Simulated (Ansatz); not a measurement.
Rock-salt HfC

Computed with PBEsol in Ansatz (PAW).

Numerical settings: plane-wave cutoff 520 eV, 16×16×16 k mesh, Fermi–Dirac smearing 0.1 eV, perturbation theory, force constants from a 4×4×4 q mesh, scalar-relativistic PAW data made under PBE.

Cell: relaxed at this level.

```json
{
 "zone-centre TO phonon frequency": "454 cm⁻¹",
 "zero_point_energy": "0.068 eV/atom"
}
```

Spin–orbit coupling is not included.

Cost on a shared machine: roughly 40 core-minutes.

Ansatz is a quantum-chemistry and plane-wave program.
